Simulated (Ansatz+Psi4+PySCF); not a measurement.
Values are calculated unless marked as measured or tabulated.
| atom | x (Å) | y (Å) | z (Å) |
| --- | --- | --- | --- |
| Cl | 0.0000 | 0.0000 | 1.0075 |
| Cl | 0.0000 | 0.0000 | -1.0075 |

Basis set: cc-pV(T+d)Z (spherical functions). Left uncorrelated: 10 orbitals. Charge 0, multiplicity 1.

Starred EOM-CCSD(T)(a) on the restricted Hartree–Fock determinant with PySCF 2.14.0; the energies are vertical.

Q: The solver was asked for the few lowest roots only. Give the ionization energies of singlet Cl2 among them whose weight of singles is over 0.7.

A:

| root | energy (eV) | weight of singles |
| --- | --- | --- |
| 1 | 11.45 | 0.96 |
| 2 | 11.45 | 0.96 |
| 3 | 14.17 | 0.94 |
| 4 | 14.17 | 0.94 |

Higher main lines weren't sought.
